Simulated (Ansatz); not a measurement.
Ideal-gas functions of CH2S2 (`S=CS`) at 400 K and 1 bar, from an Ansatz frequency run at PBE0-D4/def2-TZVP.

Molar mass 78.16 g/mol, point group Cs (symmetry number 1), electronic degeneracy 1, moments of inertia 10.034, 146.254, 156.288 u Å². Harmonic wavenumbers (cm⁻¹, unscaled): 326, 456, 708, 859, 951, 1095, 1323, 2681, 3104.

Use S(trans) = R[1.5 ln M + 2.5 ln T − 1.1517]; rotational temperatures θ = 24.2544 K / I; S(rot) = R[ln(√π/σ · √(T³/θAθBθC)) + 1.5]; for each mode x = 1.438777 ν̃/T, S = R[x/(eˣ − 1) − ln(1 − e⁻ˣ)] and H = RT x/(eˣ − 1); 1 cm⁻¹ = 0.0119627 kJ/mol; R = 8.31446 J/(mol·K).

**Question.** By hand: the entropy, in J/(mol·K).

**Answer.** Translation 169.3. Rotation: θ = 2.4172, 0.1658, 0.1552 K, giving 103.5. Vibration, mode by mode: 7.45, 5.07, 2.48, 1.61, 1.24, 0.81, 0.41, 0.01, 0.00, in all 19.1. Electronic 0.0. Sum 291.9 J/(mol·K).

**Question.** By hand: H − E and G − E in kJ/mol, counted from the electronic energy.

**Answer.** Zero-point energy ½ × 11503 × 0.0119627 = 68.8; thermal vibration 5.1; translation, rotation and pV give 4 RT = 13.3. H − E = 87.2 kJ/mol, and G − E = 87.2 − 400 × 291.9/1000 = -29.6 kJ/mol.

Vibration gives 7 % of the entropy. The sum counts one conformer and one mirror image; others add a mixing term.
